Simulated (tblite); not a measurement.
Species: C3H5O2 (doublet state).
Structure used (GFN2-xTB), in Å, numbered top down from 1:
```
atom  x, y, z in Å
O1     1.3446   -1.6296    0.8451
C2     1.1145   -0.4979    0.2399
C3    -0.2395    0.1505    0.4827
C4    -1.1838    0.3926   -0.6159
O5    -0.4378    1.4271   -0.0486
H6     1.9155    0.2488    0.4946
H7     1.2989   -0.5857   -0.8621
H8    -0.6445   -0.0200    1.4773
H9    -2.2473    0.4019   -0.4062
H10   -0.9117    0.1169   -1.6293
```

All values are computed: GFN2-xTB (tblite) harmonic vibrations without scaling, gas phase. Against measured fundamentals such values can be off by several per cent, at times by over 20. One conformer, not necessarily the lowest. Open shells enter through the occupations alone, without spin polarisation, and single modes of such species can be off by tens of per cent.

Harmonic wavenumbers (cm⁻¹): 64.3, 276.8, 338.3, 483.3, 584.2, 852.1, 967.1, 982.8, 1017.6, 1069.7, 1078.8, 1093.6, 1111.7, 1196.5, 1219.8, 1243.5, 1338.1, 1393.4, 1478.1, 2529.9, 2637.3, 3002.9, 3027.0, 3039.0.

A = 16666, B = 3184, C = 3007 MHz; mass 73.029 u (most abundant isotopes); point group C1, symmetry number 1; spin multiplicity 2.

Task: What is the zero-point energy?

Result: Half the sum of the wavenumbers: 16013 cm⁻¹ = 191.56 kJ/mol.

Task: Give the ideal-gas entropy at 350 K and 1 bar in the rigid-rotor, harmonic-oscillator model (classical rotation).

Result: Translation 165.70, rotation 107.07, vibration 46.93, spin (R ln 2) 5.76: S = 325.5 J/(mol K).

Task: And Cp and H(350 K) − H(0)?

Result: Cp = 92.67 J/(mol K), of which vibrations give 59.41 (their classical limit is 24 R = 199.5); H(350 K) − H(0) = 20.69 kJ/mol without the zero-point energy, 9.05 from vibrations.

Task: Blend soft modes into free rotors: weight 1/[1 + (100 cm⁻¹/ν̃)⁴] for the oscillator and the rest for a rotor with moment μB/(μ + B), μ = h/(8π²ν), B = 10⁻⁴⁴ kg m². What vibrational entropy results?

Result: 42.73 J/(mol K) in place of 46.93, which changes −T·S at 350 K by +1.47 kJ/mol.

Task: How do the functions run with temperature in this model?

Result: 
```json
{"T (K)": "50", "S (J/(mol K))": "218.1", "Cp (J/(mol K))": "39.8", "H − H(0) (kJ/mol)": "1.81", "G − H(0) (kJ/mol)": "-9.10", "ln q(vib)": "0.17"}
{"T (K)": "100", "S (J/(mol K))": "247.4", "Cp (J/(mol K))": "45.6", "H − H(0) (kJ/mol)": "3.93", "G − H(0) (kJ/mol)": "-20.80", "ln q(vib)": "0.53"}
{"T (K)": "298.15", "S (J/(mol K))": "311.6", "Cp (J/(mol K))": "81.1", "H − H(0) (kJ/mol)": "16.19", "G − H(0) (kJ/mol)": "-76.70", "ln q(vib)": "2.08"}
{"T (K)": "373.15", "S (J/(mol K))": "331.6", "Cp (J/(mol K))": "97.8", "H − H(0) (kJ/mol)": "22.90", "G − H(0) (kJ/mol)": "-100.83", "ln q(vib)": "2.74"}
{"T (K)": "500", "S (J/(mol K))": "363.8", "Cp (J/(mol K))": "122.8", "H − H(0) (kJ/mol)": "36.95", "G − H(0) (kJ/mol)": "-144.95", "ln q(vib)": "3.94"}
{"T (K)": "750", "S (J/(mol K))": "420.7", "Cp (J/(mol K))": "157.4", "H − H(0) (kJ/mol)": "72.33", "G − H(0) (kJ/mol)": "-243.20", "ln q(vib)": "6.45"}
{"T (K)": "1000", "S (J/(mol K))": "469.2", "Cp (J/(mol K))": "178.9", "H − H(0) (kJ/mol)": "114.57", "G − H(0) (kJ/mol)": "-354.60", "ln q(vib)": "8.95"}
```

q(vib) and H(0) count from the zero-point level.

Task: What must be added to the electronic energy to get the Gibbs energy at 350 K and 1 bar?

Result: ZPE + [H(350 K) − H(0)] − T·S = 191.56 + 20.69 − 113.92 = 98.33 kJ/mol.

Hindered rotation and anharmonicity are outside this model. Other conformers, if any are populated, would add a mixing term that is left out. The structure is chiral; the term R ln 2 for an equal mix with its mirror image is left out.
